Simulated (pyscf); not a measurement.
A first-order saddle from PySCF, ωB97X-D3(BJ)/def2-SVP:

```xyz
9

As    -1.3592    -0.9198    -0.2374
As    -1.6699     0.9601     1.2406
H      0.6161    -0.5843    -1.2322
H     -2.3476    -0.3872    -1.2706
H     -2.0162     0.1569     2.4862
H     -0.2138     1.0861     1.6720
O      0.8535     0.3248    -1.7114
H     -0.0844     0.5931    -1.2780
H      0.6353     0.1573    -2.6507
```
Charge 0, spin multiplicity 1.

Surface: singlet, charge 0. Lowest wavenumbers (cm⁻¹): 1129i, 58, 71, 153, 282.

Problem. What reaction is this the transition state of?

Solution. H₂As–AsH₂ (SMILES [AsH2][AsH2]) + H₂O (SMILES O) ⇌ H₂As–AsH₂ (SMILES [AsH2][AsH2]) + H₂O (SMILES O), a four-centre exchange read from left to right: As–H, H–O broken and As–H, H–O formed. At ωB97M-D3(BJ)/def2-TZVP it lies +49.6 kcal/mol from the left side and +49.6 kcal/mol from the right (each side as separated species at their lowest minima found). This is the saddle that the search found; another between the same sides may lie lower. Elements up to Kr have no core potential and no relativistic terms here.
